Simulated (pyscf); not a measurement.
Thermochemistry of product channels of I⁻ + H₃C–Cl on the singlet surface, in kcal/mol, from CCSD(T)/def2-TZVPPD + ΔMP2(QZVPPD) energies (ideal gas, 1 atm, RRHO with modes under 100 cm⁻¹ raised to 100, one conformer, R ln 2 for rigid chiral ones). Optimised with ωB97X-D3(BJ)/def2-SVPD in PySCF. Correlated levels are frozen-core, on RHF or UHF. ΔMP2 is the change of the MP2 total energy from the triple- to the quadruple-zeta basis.

| products | ΔE | ΔH(298 K) | ΔG(600 K) | ΔG(900 K) |
|---|---|---|---|---|
| HI + H₂C⁻–Cl | ? | +81.3 | +74.3 | ? |
| H₂C⁻–I + HCl | +71.7 | +66.7 | +59.7 | ? |
| Cl–I + CH₃⁻ | +109.5 | +105.1 | +99.6 | +96.6 |

Question: Fill in the missing entries.

Answer: 
- HI + H₂C⁻–Cl, ΔE: +86.8
- HI + H₂C⁻–Cl, ΔG(900 K): +70.5
- H₂C⁻–I + HCl, ΔG(900 K): +55.9

These are energies of the channels, which say nothing of barriers. The CCSD(T) − MP2 part came from Ansatz, without density fitting, on the same reference. The frozen core leaves the outer d or s,p core shells of the metals and heavy elements correlated in the MP2 and CC values, and def2-TZVPP describes them poorly, which can shift differences by a few kcal/mol. Elements past Kr carry the def2 core potentials, without spin-orbit coupling.
